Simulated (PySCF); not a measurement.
Job for PySCF: R-B3LYP/6-31G* on C2H10N2 (a complex).

```python
from pyscf import gto, scf, dft, mp
from pyscf.data.elements import chemcore

mol = gto.M(
    atom='''
    N    -2.08432536    0.31715345   -0.69121770
    H    -1.25573036   -0.26769955   -0.74155970
    H    -2.74615336   -0.07250555   -1.34945370
    C    -2.64434336    0.23763645    0.65616130
    H    -3.53842236    0.85548245    0.71738130
    H    -2.90843036   -0.76960655    0.99366630
    H    -1.92596036    0.64491245    1.36530130
    N     2.25536064   -0.81064455   -0.41918170
    H     2.55162964   -0.53610655   -1.34716670
    H     2.87891064   -1.55833455   -0.14398670
    C     2.41559064    0.32456545    0.49449330
    H     2.14540064    0.00987045    1.50014730
    H     3.42300064    0.74634245    0.53146530
    H     1.72305064    1.11034145    0.20183630
    ''',
    basis='6-31g*',
    cart=True,
    charge=0, spin=0, verbose=3, max_memory=1800)
mf = dft.RKS(mol, xc='b3lyp')
mf.conv_tol = 1e-8
mf.max_cycle = 100
mf.kernel()
if not mf.converged:
    mf = mf.newton().run(mf.mo_coeff, mf.mo_occ)
```

Output:

```
converged SCF energy = -191.707901141275
```

The run converged.

Cost: roughly 9 core-seconds.
